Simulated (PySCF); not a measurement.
# AlF2: doublet, from a bent start

Where does doublet AlF2 go from a bent start, is the end point a minimum, and what are its modes, charges and moments?

Program: PySCF 2.14.0. Level of theory: PBE0, basis Al def2-TZVP, F def2-TZVP, no relativity, density fitting. These are calculated values, not measurements.

## 1. Where the work starts

3 atoms, charge 0, spin multiplicity 2.

Bond lengths: Al1–F2 1.900 Å, Al1–F3 1.900 Å. Angles: F2–Al1–F3 110.0°.

```xyz
3
charge 0 multiplicity 2
Al    0.0000    0.0000    0.0000
F     1.5564    0.0000    1.0898
F    -1.5564    0.0000    1.0898
```

## 2. The SCF at the typed geometry

One driver script runs all steps and calls PySCF; scf.py shows how it sets up the SCF of each step. The optimiser is the driver's own. After this first run the driver tries any further starts and a stability analysis.

The input, scf.py:

```python
from pyscf import gto, scf, dft
mol = gto.M(atom='''
Al     0.000000     0.000000     0.000000
F      1.556400     0.000000     1.089800
F     -1.556400     0.000000     1.089800''',
    basis={'Al': 'def2-TZVP', 'F': 'def2-TZVP'},
    charge=0, spin=1)
mf = dft.UKS(mol, xc='PBE0')
mf.grids.atom_grid = (50, 194)
aux = {'Al': 'def2-universal-JKFIT', 'F': 'def2-universal-JKFIT'}
mf = mf.density_fit(auxbasis=aux)
mf.conv_tol = 1e-08
mf.diis_space = 10
mf.max_cycle = 60
mf.init_guess = 'minao'
mf.verbose = 4
mf.kernel()
```

On the command line:

```
> OMP_NUM_THREADS=4 python axn.py task.json out
```

The runs that follow: Bent start, doublet: relaxation; Frequencies.

**Question.** What will these runs give? Wanted: minimum; geometry; wavenumbers; dipole moment; highest occupied, lowest empty level; polar-tensor charge of Al1; zero-point energy; atomisation energy; ⟨S²⟩.

**Answer**, as computed:

```
                                          quantity                             value
                                           minimum                      doublet, C2v
                                          geometry  Al–F 1.647 Å (×2); F–Al–F 119.6°
                                wavenumbers (cm⁻¹)      230 (a1), 756 (a1), 903 (b2)
                                     dipole moment                            1.80 D
highest occupied, lowest empty level (either spin)                   -7.05, -3.34 eV
                        polar-tensor charge of Al1                           +1.09 e
                                 zero-point energy                       11.3 kJ/mol
                               entropy at 298.15 K                   265.5 J/(mol K)
         atomisation energy (no zero-point energy)                       1095 kJ/mol
                                              ⟨S²⟩                             0.751
```

What this shows: The bent start keeps its C2v symmetry and ends in a minimum. In the infrared the band at 903 cm⁻¹ (b2, stretch) leads. Most of the spin sits on Al1 (Mulliken spin 0.94, against 1 for the whole molecule). Other starts or spin states, not run here, may lie lower.
